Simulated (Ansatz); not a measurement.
**Si2Cl+ (triplet): from Hartree-Fock to the top rungs, def2-TZVPP**

The task here is to estimate one member of a computed series from the others.

Computed with Ansatz 0.2.0, Gaussian basis. Level: def2-TZVPP, core rule «outside noble gas», up to 15 orbitals frozen.

The runs, in order: UHF; ROHF; CCSD(T) on UHF.

## The system

The geometry is a PBE0/def2-TZVP stationary point (not a proven minimum) of the parent state, kept for this charge and spin.

3 atoms, charge 1, spin multiplicity 3.

Atoms are counted from 1 here; the program's logs count them from 0.

Bond lengths: Cl1–Si2 2.077 Å, Si2–Si3 2.325 Å. Angles: Cl1–Si2–Si3 112.0°.

Set-up of the first run:

File in.yaml:

```yaml
crystal:
  periodic: [false, false, false]
  atoms:
    - {symbol: Cl, position_ang: [0.000000, -0.369686, 1.635032]}
    - {symbol: Si, position_ang: [0.000000, 0.849888, -0.046560]}
    - {symbol: Si, position_ang: [0.000000, -0.383225, -2.017380]}
basis:
  gaussian: {orbitals: def2-TZVPP}
total_charge: 1
magnetization: {spin_polarized: true, initial_magnetization: 2}
hamiltonian: {xc: hf}
output: {orbitals: {seedname: orbitals}}
```

Run with:

```sh
$ ansatz run in.yaml --threads 1 --pin off --events-out ev --progress --plain --max-ram 4096MiB --backend cpu
```

Steps of the session up to this table: UHF; ROHF; CCSD(T) on UHF.

One table of the session follows, with a row left open; its other results are not shown here.

| method | from UCCSD(T) (kcal/mol) |
| --- | --- |
| ROHF | +251.66 |
| UHF | ? |
| UMP2 | +42.12 |
| UCCSD | +12.79 |
| UCCSD(T) | 0 |

Q: Estimate the row for UHF from the others.

The run gave: from UCCSD(T) (kcal/mol): +245.14. In the column «from UCCSD(T) (kcal/mol)» it lies between UMP2 (+42.12) and ROHF (+251.66).
